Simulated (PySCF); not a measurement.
TDDFT beside published excitation energies

Published values to compare with (the computed states carry no symmetry labels, so the two lists aren't matched line by line):

| state | E (eV) | f | kind of transition | source |
| --- | --- | --- | --- | --- |
| A 1Σ+ | 3.29 |  | Te (adiabatic, minimum to minimum, no zero-point energy) | [1] |
| B 1Π | 4.33 |  | Te (adiabatic, minimum to minimum, no zero-point energy) | [1] |

[1] measured, gas; Huber, Herzberg, Constants of Diatomic Molecules, NIST Chemistry WebBook

Lithium hydride, LiH.
Z-matrix (Å and degrees, PBE0-D3(BJ)/def2-SVP geometry), rows numbered from 1:
```
Li
H   1  1.5977
```

Computed with TDDFT PBE0/def2-SVPD, vertical, gas phase, core orbitals frozen in the response in PySCF.

Computed singlets: 3.36 eV (f 0.058); 4.29 eV (f 0.392 summed over 2 states); 5.76 eV (f 0.033); 6.51 eV (f 0.002); 7.05 eV (f 0.013 summed over 2 states); 9.26 eV (f 0.243); 10.93 eV (f 0.676 summed over 2 states). Computed triplets (Tamm–Dancoff): 2.77, 3.77, 3.77 eV.

Adiabatic (Te) and 0-0 energies refer to the relaxed excited state and aren't the vertical quantity computed here.

From S8 up the states lie above the vertical ionisation energy of 7.95 eV (ΔSCF), that is within the continuum, which a finite basis only mimics.
